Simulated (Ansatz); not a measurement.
`CCC(F)Cl` → `CC(F)Cl` + `[CH2]` (triplet) at 700 K and 1 bar (formal loss of a carbene).

Computed with Ansatz on PBE0-D4/def2-TZVP structures; ΔE is electronic, products minus reactants. CBS: MP2 limit from def2 TZ/QZ plus the TZ coupled-cluster correction, frozen cores. This one scheme is used for every species. Triplets are unrestricted, without spin–orbit coupling. Each species was taken in one conformer, which may not be the lowest.

```
          species  CCSD(T)/CBS energy (Eh)  H − E (kJ/mol)  S (J/(mol·K))
       `CCC(F)Cl`               -677.34294           300.1          429.7
        `CC(F)Cl`               -638.08166           208.4          372.2
`[CH2]` (triplet)                -39.09499            70.4          226.8
```

H − E and S are ideal-gas, rigid-rotor, harmonic terms from PBE0-D4/def2-TZVP, for one conformer and one mirror image of each species, with the whole ground term of open shells counted as degenerate. 1 Eh = 2625.50 kJ/mol, R = 8.31446 J/(mol·K).

Task: By hand: ΔE, ΔH, ΔS and ΔG.

Result: ΔE = (-638.08166) + (-39.09499) − (-677.34294) = 0.16629 Eh = 436.6 kJ/mol. Δ(H − E) = 208.4 + 70.4 − 300.1 = -21.3, so ΔH = 415.3 kJ/mol. ΔS = 372.2 + 226.8 − 429.7 = 169.3 J/(mol·K). ΔG = 415.3 − 700 × (169.3)/1000 = 296.8 kJ/mol.

Task: By hand: the equilibrium constant, and the temperature at which ΔG would vanish if ΔH and ΔS stayed fixed.

Result: log₁₀ K = −ΔG/(RT ln 10) = -22.1. ΔG = 0 at ΔH/ΔS = 2453 K.

The number of gas molecules changes by +1, which sets the sign of ΔS. A doubt of 5 kJ/mol in ΔE shifts log₁₀ K by 0.4 here. Other conformers and mirror images would add mixing entropy, several J/(mol·K) or more a flexible species. A triplet takes part, so the spin changes. These are equilibria of isolated gas molecules and say nothing of rates. Largest T1 diagnostic: 0.011 (customary marks: 0.02 for closed shells, 0.045 for open ones).
